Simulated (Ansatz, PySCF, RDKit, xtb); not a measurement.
# Solving CHOSi, step by step

Given the formula CHOSi (odd number of electrons) and nothing else, which arrangement of the atoms is the most stable in the gas at 298.15 K, and what are its properties?

The funnel: GFN2-xTB relaxations, single points with a density functional, relaxations at PBE0-D3(BJ)/def2-SVP, harmonic vibrations, and a last energy at a higher level. All values are calculated.

3 further runs of the same task are left out: 3 set aside as unsound or not needed.

### Step 1. Drawing up candidates

All bonding patterns within simple valence rules are listed by program: one Lewis structure each, at most two rings and one unusual centre or charged pair. O–O, O–halogen and N–halogen bonds and N–N–N chains are not drawn. That gives 9 candidates.

| label | SMILES | spin |
| --- | --- | --- |
| c010 | [C]#[Si]O | doublet |
| c206 | [C]1=[Si-][OH+]1 | doublet |
| c430 | [O]C=[Si] | doublet |
| c594 | O=C=[SiH] | doublet |
| c655 | [C+]#[SiH-][O] | doublet |
| c719 | [C]1=[SiH]O1 | doublet |
| c947 | C1=[Si]O1 | doublet |
| c958 | OC#[Si] | doublet |
| c975 | [CH]=[Si]=O | doublet |

Candidates are built by distance geometry, with a force field where one applies, in up to four conformers (letters a to d). 6 starts with atoms placed at random are added, to find patterns that the rules miss.

Q: Predict the outcome of this search (final energies at CCSD(T)/def2-TZVPP).

| quantity | value |
| --- | --- |
| lowest structure found | O=C=[SiH], doublet, Cs |
| next finalist | C1=[Si]O1, doublet, 19.5 kcal/mol higher in G |
| share at equilibrium, among the finalists | 100.0 % |
| harmonic wavenumbers, lowest and highest (PBE0-D3(BJ)/def2-SVP) | 293 and 2110 cm⁻¹ |
| rotational constants, same geometry | 7.308, 0.172, 0.168 cm⁻¹ |
| dipole moment (PBE0/def2-TZVPD) | 0.26 D |
| HOMO energy (highest over α and β) (PBE0/def2-TZVPD) | -6.37 eV |
| LUMO energy (lowest over α and β) (PBE0/def2-TZVPD) | -3.28 eV |
| lowest excitation (TD-CAM-B3LYP/def2-SVPD) | 2.33 eV (f = 0.005) |
| strongest of the states computed, same level | 3.65 eV (f = 0.035) |
| vertical ionisation energy (to the singlet cation) | 8.64 eV |
| vertical electron affinity | 1.33 eV |
| vertical quartet less doublet | +3.54 eV |

The search ends on `O=C=[SiH]`. Among the finalists first place is clear (19.5 kcal/mol); structures outside the list aren't covered. r2SCAN-D4/def2-SVP, PBE0-D3(BJ)/def2-SVP, HF/def2-TZVPP and MP2/def2-TZVPP already put its bonding pattern lowest among the structures in one piece; GFN2-xTB favours the doublet [CH]=[Si]=O (c405, not a finalist); HF/STO-3G favours the doublet C1=[Si]O1. The stability test raises a flag; for an open shell a flag towards a general spinor solution can be the free rotation of the spin. Lowest found is not proven lowest: the search is finite, and each finalist counts with one conformer.
